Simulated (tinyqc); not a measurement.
Worked calculation (part 1 of 2): CIS and TDHF on RHF in the sto-6g basis, frozen core, for H2O, spin multiplicity 1. Computed by tinyqc, a small Python program that keeps every step (integrals from PySCF). Settings: charge = 0, multiplicity = 1, basis = sto-6g, method = RHF, frozen orbitals = 1, energy threshold = 1e-10, iteration cap = 52, orthogonalisation = symmetric, start = core, DIIS depth = 6, TDHF = 1. Command: `OMP_NUM_THREADS=1 python tinyqc.py 30859 30860 out.jsonl` (the two numbers bound the seeds that draw the settings). One thread of a shared host (Intel(R) Xeon(R) Processor @ 2.60GHz), about 0.1 s of CPU time with the checks. The early iterations of the SCF are left out here.

## One-electron integrals

Geometry (angstrom):
```
atom        x         y        z
O     0.00000   0.00000  0.00000
H     0.00000   0.72500  0.68100
H     0.00000  -0.72500  0.68100
```

Basis sto-6g: exponents (1/bohr^2) and contraction coefficients of normalised primitives:
```
element  l (shell)    exponent  coefficient
O            s (1)  1355.58423      0.00916
O            s (1)   248.54489      0.04936
O            s (1)    69.53390      0.16854
O            s (1)    23.88677      0.37056
O            s (1)     9.27593      0.41649
O            s (1)     3.82034      0.13033
O            s (2)    52.18776     -0.01325
O            s (2)    10.32932     -0.04699
O            s (2)     3.21034     -0.03379
O            s (2)     1.23514      0.25024
O            s (2)     0.53642      0.59512
O            s (2)     0.24588      0.24071
O            p (3)    52.18776      0.00376
O            p (3)    10.32932      0.03768
O            p (3)     3.21034      0.17390
O            p (3)     1.23514      0.41804
O            p (3)     0.53642      0.42586
O            p (3)     0.24588      0.10171
H            s (1)    35.52322      0.00916
H            s (1)     6.51314      0.04936
H            s (1)     1.82214      0.16854
H            s (1)     0.62596      0.37056
H            s (1)     0.24308      0.41649
H            s (1)     0.10011      0.13033
```

Overlap, kinetic and nuclear-attraction integrals over the contracted functions; the nuclear repulsion is the sum of Za Zb / Rab.

nuclear repulsion = 8.8770796 hartree

overlap S, order 1O 1s, 1O 2s, 1O 2px, 1O 2py, 1O 2pz, 2H 1s, 3H 1s:
$$\begin{pmatrix}
1.00000 & 0.23114 & 0.00000 & 0.00000 & 0.00000 & 0.05086 & 0.05086 \\
0.23114 & 1.00000 & 0.00000 & 0.00000 & 0.00000 & 0.45258 & 0.45258 \\
0.00000 & 0.00000 & 1.00000 & 0.00000 & 0.00000 & 0.00000 & 0.00000 \\
0.00000 & 0.00000 & 0.00000 & 1.00000 & 0.00000 & 0.27655 & -0.27655 \\
0.00000 & 0.00000 & 0.00000 & 0.00000 & 1.00000 & 0.25977 & 0.25977 \\
0.05086 & 0.45258 & 0.00000 & 0.27655 & 0.25977 & 1.00000 & 0.27582 \\
0.05086 & 0.45258 & 0.00000 & -0.27655 & 0.25977 & 0.27582 & 1.00000
\end{pmatrix}$$

kinetic energy T (hartree), order 1O 1s, 1O 2s, 1O 2px, 1O 2py, 1O 2pz, 2H 1s, 3H 1s:
$$\begin{pmatrix}
29.32720 & -0.89602 & 0.00000 & 0.00000 & 0.00000 & -0.00368 & -0.00368 \\
-0.89602 & 0.84262 & 0.00000 & 0.00000 & 0.00000 & 0.11056 & 0.11056 \\
0.00000 & 0.00000 & 2.53131 & 0.00000 & 0.00000 & 0.00000 & 0.00000 \\
0.00000 & 0.00000 & 0.00000 & 2.53131 & 0.00000 & 0.18521 & -0.18521 \\
0.00000 & 0.00000 & 0.00000 & 0.00000 & 2.53131 & 0.17397 & 0.17397 \\
-0.00368 & 0.11056 & 0.00000 & 0.18521 & 0.17397 & 0.76852 & 0.01413 \\
-0.00368 & 0.11056 & 0.00000 & -0.18521 & 0.17397 & 0.01413 & 0.76852
\end{pmatrix}$$

nuclear attraction V (hartree), order 1O 1s, 1O 2s, 1O 2px, 1O 2py, 1O 2pz, 2H 1s, 3H 1s:
$$\begin{pmatrix}
-62.32233 & -6.39722 & 0.00000 & 0.00000 & -0.02083 & -1.61251 & -1.61251 \\
-6.39722 & -10.05297 & 0.00000 & 0.00000 & -0.23469 & -3.62462 & -3.62462 \\
0.00000 & 0.00000 & -9.97584 & 0.00000 & 0.00000 & 0.00000 & 0.00000 \\
0.00000 & 0.00000 & 0.00000 & -10.09813 & 0.00000 & -1.96813 & 1.96813 \\
-0.02083 & -0.23469 & 0.00000 & 0.00000 & -10.08373 & -1.93051 & -1.93051 \\
-1.61251 & -3.62462 & 0.00000 & -1.96813 & -1.93051 & -5.72483 & -1.70284 \\
-1.61251 & -3.62462 & 0.00000 & 1.96813 & -1.93051 & -1.70284 & -5.72483
\end{pmatrix}$$

core Hamiltonian H = T + V (hartree), order 1O 1s, 1O 2s, 1O 2px, 1O 2py, 1O 2pz, 2H 1s, 3H 1s:
$$\begin{pmatrix}
-32.99513 & -7.29325 & 0.00000 & 0.00000 & -0.02083 & -1.61619 & -1.61619 \\
-7.29325 & -9.21036 & 0.00000 & 0.00000 & -0.23469 & -3.51406 & -3.51406 \\
0.00000 & 0.00000 & -7.44453 & 0.00000 & 0.00000 & 0.00000 & 0.00000 \\
0.00000 & 0.00000 & 0.00000 & -7.56682 & 0.00000 & -1.78292 & 1.78292 \\
-0.02083 & -0.23469 & 0.00000 & 0.00000 & -7.55243 & -1.75654 & -1.75654 \\
-1.61619 & -3.51406 & 0.00000 & -1.78292 & -1.75654 & -4.95630 & -1.68871 \\
-1.61619 & -3.51406 & 0.00000 & 1.78292 & -1.75654 & -1.68871 & -4.95630
\end{pmatrix}$$

## Two-electron integrals

Functions are numbered as in S; the eight-fold symmetry (ij|kl) = (ji|kl) = (kl|ij) leaves the list below.

Two-electron integrals (ij|kl) in chemists' order, unique and non-zero (hartree):
```
(11|11) 4.78749    (21|11) 0.67588    (21|21) 0.12150    (22|11) 1.11738
(22|21) 0.24921    (22|22) 0.81738    (31|31) 0.02576    (32|31) 0.03914
(32|32) 0.18066    (33|11) 1.11738    (33|21) 0.24921    (33|22) 0.81738
(33|33) 0.88066    (41|41) 0.02576    (42|41) 0.03914    (42|42) 0.18066
(43|43) 0.04746    (44|11) 1.11738    (44|21) 0.24921    (44|22) 0.81738
(44|33) 0.78574    (44|44) 0.88066    (51|51) 0.02576    (52|51) 0.03914
(52|52) 0.18066    (53|53) 0.04746    (54|54) 0.04746    (55|11) 1.11738
(55|21) 0.24921    (55|22) 0.81738    (55|33) 0.78574    (55|44) 0.78574
(55|55) 0.88066    (61|11) 0.15869    (61|21) 0.02734    (61|22) 0.05483
(61|33) 0.05471    (61|41) 0.00097    (61|42) 0.00190    (61|44) 0.05490
(61|51) 0.00091    (61|52) 0.00178    (61|54) 0.00018    (61|55) 0.05487
(61|61) 0.00627    (62|11) 0.37834    (62|21) 0.08553    (62|22) 0.30967
(62|33) 0.30458    (62|41) 0.00498    (62|42) 0.03643    (62|44) 0.31269
(62|51) 0.00468    (62|52) 0.03422    (62|54) 0.00762    (62|55) 0.31173
(62|61) 0.01934    (62|62) 0.14472    (63|31) 0.00960    (63|32) 0.05370
(63|43) 0.00755    (63|53) 0.00709    (63|63) 0.02070    (64|11) 0.19651
(64|21) 0.04506    (64|22) 0.17403    (64|33) 0.16615    (64|41) 0.01191
(64|42) 0.07315    (64|44) 0.18580    (64|51) 0.00217    (64|52) 0.01826
(64|54) 0.01136    (64|55) 0.17016    (64|61) 0.01066    (64|62) 0.09891
(64|64) 0.08761    (65|11) 0.18459    (65|21) 0.04233    (65|22) 0.16347
(65|33) 0.15606    (65|41) 0.00217    (65|42) 0.01826    (65|44) 0.16034
(65|51) 0.01164    (65|52) 0.07086    (65|54) 0.01156    (65|55) 0.17402
(65|61) 0.01002    (65|62) 0.09290    (65|64) 0.06285    (65|65) 0.07973
(66|11) 0.51464    (66|21) 0.11850    (66|22) 0.48987    (66|33) 0.47018
(66|41) 0.00913    (66|42) 0.09069    (66|44) 0.50156    (66|51) 0.00858
(66|52) 0.08519    (66|54) 0.02947    (66|55) 0.49786    (66|61) 0.02708
(66|62) 0.28715    (66|64) 0.22421    (66|65) 0.21060    (66|66) 0.77500
(71|11) 0.15869    (71|21) 0.02734    (71|22) 0.05483    (71|33) 0.05471
(71|41) -0.00097   (71|42) -0.00190   (71|44) 0.05490    (71|51) 0.00091
(71|52) 0.00178    (71|54) -0.00018   (71|55) 0.05487    (71|61) 0.00619
(71|62) 0.01878    (71|64) 0.00940    (71|65) 0.00973    (71|66) 0.02599
(71|71) 0.00627    (72|11) 0.37834    (72|21) 0.08553    (72|22) 0.30967
(72|33) 0.30458    (72|41) -0.00498   (72|42) -0.03643   (72|44) 0.31269
(72|51) 0.00468    (72|52) 0.03422    (72|54) -0.00762   (72|55) 0.31173
(72|61) 0.01878    (72|62) 0.12065    (72|64) 0.05636    (72|65) 0.07550
(72|66) 0.20015    (72|71) 0.01934    (72|72) 0.14472    (73|31) 0.00960
(73|32) 0.05370    (73|43) -0.00755   (73|53) 0.00709    (73|63) 0.01682
(73|73) 0.02070    (74|11) -0.19651   (74|21) -0.04506   (74|22) -0.17403
(74|33) -0.16615   (74|41) 0.01191    (74|42) 0.07315    (74|44) -0.18580
(74|51) -0.00217   (74|52) -0.01826   (74|54) 0.01136    (74|55) -0.17016
(74|61) -0.00940   (74|62) -0.05636   (74|64) -0.00987   (74|65) -0.03444
(74|66) -0.08158   (74|71) -0.01066   (74|72) -0.09891   (74|74) 0.08761
(75|11) 0.18459    (75|21) 0.04233    (75|22) 0.16347    (75|33) 0.15606
(75|41) -0.00217   (75|42) -0.01826   (75|44) 0.16034    (75|51) 0.01164
(75|52) 0.07086    (75|54) -0.01156   (75|55) 0.17402    (75|61) 0.00973
(75|62) 0.07550    (75|64) 0.03444    (75|65) 0.06334    (75|66) 0.13777
(75|71) 0.01002    (75|72) 0.09290    (75|74) -0.06285   (75|75) 0.07973
(76|11) 0.16664    (76|21) 0.03810    (76|22) 0.15032    (76|33) 0.14652
(76|44) 0.14896    (76|51) 0.00323    (76|52) 0.02830    (76|55) 0.15548
(76|61) 0.00855    (76|62) 0.07154    (76|64) 0.04196    (76|65) 0.05164
(76|66) 0.14992    (76|71) 0.00855    (76|72) 0.07154    (76|74) -0.04196
(76|75) 0.05164    (76|76) 0.04364    (77|11) 0.51464    (77|21) 0.11850
(77|22) 0.48987    (77|33) 0.47018    (77|41) -0.00913   (77|42) -0.09069
(77|44) 0.50156    (77|51) 0.00858    (77|52) 0.08519    (77|54) -0.02947
(77|55) 0.49786    (77|61) 0.02599    (77|62) 0.20015    (77|64) 0.08158
(77|65) 0.13777    (77|66) 0.35643    (77|71) 0.02708    (77|72) 0.28715
(77|74) -0.22421   (77|75) 0.21060    (77|76) 0.14992    (77|77) 0.77500
```

## Orthogonalisation

S = U s U^T; symmetric (Loewdin) form X = U s^(-1/2) U^T, so that X^T S X = 1.

eigenvalues of S: [0.36727, 0.44738, 0.88005, 1.00000, 1.10261, 1.27680, 1.92589]

X, order 1O 1s, 1O 2s, 1O 2px, 1O 2py, 1O 2pz, 2H 1s, 3H 1s:
$$\begin{pmatrix}
1.02267 & -0.13665 & 0.00000 & 0.00000 & -0.00956 & 0.01890 & 0.01890 \\
-0.13665 & 1.21566 & 0.00000 & 0.00000 & 0.10969 & -0.27031 & -0.27031 \\
0.00000 & 0.00000 & 1.00000 & 0.00000 & 0.00000 & 0.00000 & 0.00000 \\
0.00000 & 0.00000 & 0.00000 & 1.08859 & 0.00000 & -0.20342 & 0.20342 \\
-0.00956 & 0.10969 & 0.00000 & 0.00000 & 1.06177 & -0.15271 & -0.15271 \\
0.01890 & -0.27031 & 0.00000 & -0.20342 & -0.15271 & 1.19017 & -0.10130 \\
0.01890 & -0.27031 & 0.00000 & 0.20342 & -0.15271 & -0.10130 & 1.19017
\end{pmatrix}$$

## Iteration 8 (converged): orbitals

converged F (hartree), order 1O 1s, 1O 2s, 1O 2px, 1O 2py, 1O 2pz, 2H 1s, 3H 1s:
$$\begin{pmatrix}
-20.51751 & -4.96561 & 0.00000 & 0.00000 & -0.02837 & -1.10110 & -1.10110 \\
-4.96561 & -2.33987 & 0.00000 & 0.00000 & -0.12300 & -0.95624 & -0.95624 \\
0.00000 & 0.00000 & -0.40215 & 0.00000 & 0.00000 & 0.00000 & 0.00000 \\
0.00000 & 0.00000 & 0.00000 & -0.29525 & 0.00000 & -0.36167 & 0.36167 \\
-0.02837 & -0.12300 & 0.00000 & 0.00000 & -0.34500 & -0.39440 & -0.39440 \\
-1.10110 & -0.95624 & 0.00000 & -0.36167 & -0.39440 & -0.54270 & -0.40067 \\
-1.10110 & -0.95624 & 0.00000 & 0.36167 & -0.39440 & -0.40067 & -0.54270
\end{pmatrix}$$

Diagonalise F' = X^T F X, C = X C', fill 5 alpha and 5 beta electrons from the bottom; D = 2 C_occ C_occ^T. Each column has its largest component positive (the first on a tie).

F' = X^T F X (hartree):
$$\begin{pmatrix}
-20.18970 & -2.50387 & 0.00000 & 0.00000 & -0.04834 & -0.18440 & -0.18440 \\
-2.50387 & -1.22427 & 0.00000 & 0.00000 & 0.11885 & -0.47645 & -0.47645 \\
0.00000 & 0.00000 & -0.40215 & 0.00000 & 0.00000 & 0.00000 & 0.00000 \\
0.00000 & 0.00000 & 0.00000 & -0.04128 & 0.00000 & -0.43570 & 0.43570 \\
-0.04834 & 0.11885 & 0.00000 & 0.00000 & -0.16719 & -0.35020 & -0.35020 \\
-0.18440 & -0.47645 & 0.00000 & -0.43570 & -0.35020 & 0.00327 & -0.11547 \\
-0.18440 & -0.47645 & 0.00000 & 0.43570 & -0.35020 & -0.11547 & 0.00327
\end{pmatrix}$$

orbital energies (hartree): MO1 -20.52063, MO2 -1.26931, MO3 -0.58262, MO4 -0.47968, MO5 -0.40215, MO6 0.57626, MO7 0.66008

coefficients C, order 1O 1s, 1O 2s, 1O 2px, 1O 2py, 1O 2pz, 2H 1s, 3H 1s:
$$\begin{pmatrix}
0.99672 & -0.22233 & 0.00000 & 0.09951 & 0.00000 & -0.11204 & 0.00000 \\
0.01535 & 0.84843 & 0.00000 & -0.54976 & 0.00000 & 0.79522 & 0.00000 \\
0.00000 & 0.00000 & 0.00000 & 0.00000 & 1.00000 & 0.00000 & 0.00000 \\
0.00000 & 0.00000 & 0.62793 & 0.00000 & 0.00000 & 0.00000 & 0.93460 \\
0.00317 & 0.12712 & 0.00000 & 0.73593 & 0.00000 & 0.79270 & 0.00000 \\
-0.00342 & 0.15040 & 0.44991 & 0.30377 & 0.00000 & -0.75807 & -0.82031 \\
-0.00342 & 0.15040 & -0.44991 & 0.30377 & 0.00000 & -0.75807 & 0.82031
\end{pmatrix}$$

D after iteration 8, order 1O 1s, 1O 2s, 1O 2px, 1O 2py, 1O 2pz, 2H 1s, 3H 1s:
$$\begin{pmatrix}
2.10557 & -0.45608 & 0.00000 & 0.00000 & 0.09625 & -0.01324 & -0.01324 \\
-0.45608 & 2.04461 & 0.00000 & 0.00000 & -0.59336 & -0.07890 & -0.07890 \\
0.00000 & 0.00000 & 2.00000 & 0.00000 & 0.00000 & 0.00000 & 0.00000 \\
0.00000 & 0.00000 & 0.00000 & 0.78860 & 0.00000 & 0.56503 & -0.56503 \\
0.09625 & -0.59336 & 0.00000 & 0.00000 & 1.11552 & 0.48532 & 0.48532 \\
-0.01324 & -0.07890 & 0.00000 & 0.56503 & 0.48532 & 0.63465 & -0.17503 \\
-0.01324 & -0.07890 & 0.00000 & -0.56503 & 0.48532 & -0.17503 & 0.63465
\end{pmatrix}$$

## Convergence

Stop when the energy changes by less than 1e-10 hartree and every element of the error matrix X^T (F D S - S D F) X is below 3e-06.

Course of the cycle:
```
iteration  E (hartree)     change  largest element of the error matrix
1          -73.9484901          -                             6.16e-01
2          -75.6295994  -1.68e+00                             1.74e-01
3          -75.6776992  -4.81e-02                             3.60e-02
4          -75.6792303  -1.53e-03                             4.42e-03
5          -75.6792854  -5.51e-05                             1.43e-03
6          -75.6792916  -6.23e-06                             1.54e-04
7          -75.6792917  -5.83e-08                             8.56e-08
8          -75.6792917    0.00000                             1.33e-09
```

PySCF RHF in the same basis = -75.6792917 hartree

Converged in 8 iterations.

## Integrals over molecular orbitals

(pq|rs) = sum C_ip C_jq C_kr C_ls (ij|kl), one index at a time.

one-electron integrals over orbitals h = C^T H C (hartree):
$$\begin{pmatrix}
-32.98194 & 0.56627 & 0.00000 & -0.24897 & 0.00000 & 0.29061 & 0.00000 \\
0.56627 & -7.69327 & 0.00000 & 0.49330 & 0.00000 & -1.36763 & 0.00000 \\
0.00000 & 0.00000 & -6.32127 & 0.00000 & 0.00000 & 0.00000 & -1.69145 \\
-0.24897 & 0.49330 & 0.00000 & -6.86097 & 0.00000 & -1.17132 & 0.00000 \\
0.00000 & 0.00000 & 0.00000 & 0.00000 & -7.44453 & 0.00000 & 0.00000 \\
0.29061 & -1.36763 & 0.00000 & -1.17132 & 0.00000 & -5.46757 & 0.00000 \\
0.00000 & 0.00000 & -1.69145 & 0.00000 & 0.00000 & 0.00000 & -5.53947
\end{pmatrix}$$

Two-electron integrals over orbitals (pq|rs), unique and non-zero (hartree); the lowest 1 orbital is frozen and left out:
```
(22|22) 0.73143    (32|32) 0.13978    (33|22) 0.64503    (33|33) 0.62954
(42|22) -0.00351   (42|33) 0.00407    (42|42) 0.12544    (43|32) 0.01935
(43|43) 0.05113    (44|22) 0.66712    (44|33) 0.59321    (44|42) -0.10022
(44|44) 0.74841    (52|52) 0.14569    (53|53) 0.02882    (54|52) -0.04897
(54|54) 0.05483    (55|22) 0.75026    (55|33) 0.62861    (55|42) -0.07714
(55|44) 0.71291    (55|55) 0.88066    (62|22) 0.14454    (62|33) 0.08002
(62|42) 0.02155    (62|44) 0.07569    (62|55) 0.15492    (62|62) 0.10311
(63|32) -0.03099   (63|43) -0.02895   (63|63) 0.06472    (64|22) 0.10273
(64|33) 0.04739    (64|42) -0.04880   (64|44) 0.12904    (64|55) 0.12969
(64|62) 0.05832    (64|64) 0.08355    (65|52) 0.05512    (65|54) 0.00075
(65|65) 0.03727    (66|22) 0.62294    (66|33) 0.57393    (66|42) 0.05219
(66|44) 0.55870    (66|55) 0.59806    (66|62) 0.10390    (66|64) 0.04764
(66|66) 0.60819    (72|32) 0.04218    (72|43) -0.03665   (72|63) 0.03484
(72|72) 0.06235    (73|22) 0.13957    (73|33) 0.09035    (73|42) -0.08387
(73|44) 0.14756    (73|55) 0.19078    (73|62) 0.07385    (73|64) 0.09071
(73|66) 0.04072    (73|73) 0.15794    (74|32) -0.07934   (74|43) -0.00338
(74|63) 0.04546    (74|72) -0.01482   (74|74) 0.07313    (75|53) 0.02356
(75|75) 0.02352    (76|32) 0.09096    (76|43) 0.05151    (76|63) -0.05722
(76|72) -0.01179   (76|74) -0.06062   (76|76) 0.11079    (77|22) 0.61696
(77|33) 0.60457    (77|42) -0.01019   (77|44) 0.59293    (77|55) 0.61240
(77|62) 0.06561    (77|64) 0.03946    (77|66) 0.56914    (77|73) 0.08117
(77|77) 0.60883
```

## CIS matrix, singlets

A(ia,jb) = (e_a - e_i) d_ij d_ab + 2 (ia|jb) - (ij|ab).

CIS matrix A, singlet (hartree), order 2>6, 2>7, 3>6, 3>7, 4>6, 4>7, 5>6, 5>7:
$$\begin{pmatrix}
1.42885 & 0.00000 & 0.00000 & 0.05674 & 0.06445 & 0.00000 & 0.00000 & 0.00000 \\
0.00000 & 1.43713 & -0.02128 & 0.00000 & 0.00000 & -0.01946 & 0.00000 & 0.00000 \\
0.00000 & -0.02128 & 0.71440 & 0.00000 & 0.00000 & 0.03942 & 0.00000 & 0.00000 \\
0.05674 & 0.00000 & 0.00000 & 0.95402 & 0.12991 & 0.00000 & 0.00000 & 0.00000 \\
0.06445 & 0.00000 & 0.00000 & 0.12991 & 0.66434 & 0.00000 & 0.00000 & 0.00000 \\
0.00000 & -0.01946 & 0.03942 & 0.00000 & 0.00000 & 0.69309 & 0.00000 & 0.00000 \\
0.00000 & 0.00000 & 0.00000 & 0.00000 & 0.00000 & 0.00000 & 0.45489 & 0.00000 \\
0.00000 & 0.00000 & 0.00000 & 0.00000 & 0.00000 & 0.00000 & 0.00000 & 0.49688
\end{pmatrix}$$

## CIS singlet states

dipole integrals <i|r|a> (bohr), order 2>6, 2>7, 3>6, 3>7, 4>6, 4>7, 5>6, 5>7:
$$\begin{pmatrix}
0.00000 & 0.00000 & -0.12875 \\
0.00000 & -0.11361 & 0.00000 \\
0.00000 & -0.75035 & 0.00000 \\
0.00000 & 0.00000 & -0.71718 \\
0.00000 & 0.00000 & -0.60849 \\
0.00000 & -0.69733 & 0.00000 \\
0.06524 & 0.00000 & 0.00000 \\
0.00000 & 0.00000 & 0.00000
\end{pmatrix}$$

Diagonalise A (1 hartree = 27.211386 eV); each vector has its largest component positive (the first on a tie). The transition dipole is mu = sqrt2 sum c_ia <i|r|a>.

singlet excitation energies (eV): [12.37815, 13.52076, 16.67041, 18.03847, 20.22853, 26.95771, 39.13890, 39.29045]

lowest vectors, order 2>6, 2>7, 3>6, 3>7, 4>6, 4>7, 5>6, 5>7:
$$\begin{pmatrix}
0.00000 & 0.00000 & -0.04973 & 0.00000 & 0.00000 & -0.16934 \\
0.00000 & 0.00000 & 0.00000 & 0.00329 & 0.04137 & 0.00000 \\
0.00000 & 0.00000 & 0.00000 & -0.60695 & 0.79414 & 0.00000 \\
0.00000 & 0.00000 & -0.34799 & 0.00000 & 0.00000 & 0.92671 \\
0.00000 & 0.00000 & 0.93618 & 0.00000 & 0.00000 & 0.33547 \\
0.00000 & 0.00000 & 0.00000 & 0.79473 & 0.60633 & 0.00000 \\
1.00000 & 0.00000 & 0.00000 & 0.00000 & 0.00000 & 0.00000 \\
0.00000 & 1.00000 & 0.00000 & 0.00000 & 0.00000 & 0.00000
\end{pmatrix}$$

oscillator strengths 2/3 w |mu|^2: [0.00258, 0.00000, 0.08037, 0.00869, 1.03810, 0.94750]

## TDHF (RPA) singlet states

B(ia,jb) = 2 (ia|jb) - (ib|ja); the squared energies are the eigenvalues of (A - B)(A + B); 1 hartree = 27.211386 eV.

TDHF matrix B, singlet (hartree), order 2>6, 2>7, 3>6, 3>7, 4>6, 4>7, 5>6, 5>7:
$$\begin{pmatrix}
0.10311 & 0.00000 & 0.00000 & 0.11286 & 0.05832 & 0.00000 & 0.00000 & 0.00000 \\
0.00000 & 0.06235 & -0.00417 & 0.00000 & 0.00000 & -0.01482 & 0.00000 & 0.00000 \\
0.00000 & -0.00417 & 0.06472 & 0.00000 & 0.00000 & 0.00022 & 0.00000 & 0.00000 \\
0.11286 & 0.00000 & 0.00000 & 0.15794 & 0.13596 & 0.00000 & 0.00000 & 0.00000 \\
0.05832 & 0.00000 & 0.00000 & 0.13596 & 0.08355 & 0.00000 & 0.00000 & 0.00000 \\
0.00000 & -0.01482 & 0.00022 & 0.00000 & 0.00000 & 0.07313 & 0.00000 & 0.00000 \\
0.00000 & 0.00000 & 0.00000 & 0.00000 & 0.00000 & 0.00000 & 0.03727 & 0.00000 \\
0.00000 & 0.00000 & 0.00000 & 0.00000 & 0.00000 & 0.00000 & 0.00000 & 0.02352
\end{pmatrix}$$

squared energies w^2 (hartree^2): [0.20554, 0.24634, 0.37085, 0.43450, 0.54801, 0.92013, 2.03882, 2.06444]

TDHF energies from the positive w^2 (eV): [12.33655, 13.50560, 16.57094, 17.93679, 20.14400, 26.10204, 38.85438, 39.09773]

## CIS matrix, triplets

A(ia,jb) = (e_a - e_i) d_ij d_ab - (ij|ab).

CIS matrix A, triplet (hartree), order 2>6, 2>7, 3>6, 3>7, 4>6, 4>7, 5>6, 5>7:
$$\begin{pmatrix}
1.22263 & 0.00000 & 0.00000 & -0.09096 & -0.05219 & 0.00000 & 0.00000 & 0.00000 \\
0.00000 & 1.31244 & -0.09096 & 0.00000 & 0.00000 & 0.01019 & 0.00000 & 0.00000 \\
0.00000 & -0.09096 & 0.58495 & 0.00000 & 0.00000 & -0.05151 & 0.00000 & 0.00000 \\
-0.09096 & 0.00000 & 0.00000 & 0.63814 & -0.05151 & 0.00000 & 0.00000 & 0.00000 \\
-0.05219 & 0.00000 & 0.00000 & -0.05151 & 0.49724 & 0.00000 & 0.00000 & 0.00000 \\
0.00000 & 0.01019 & -0.05151 & 0.00000 & 0.00000 & 0.54683 & 0.00000 & 0.00000 \\
0.00000 & 0.00000 & 0.00000 & 0.00000 & 0.00000 & 0.00000 & 0.38036 & 0.00000 \\
0.00000 & 0.00000 & 0.00000 & 0.00000 & 0.00000 & 0.00000 & 0.00000 & 0.44983
\end{pmatrix}$$
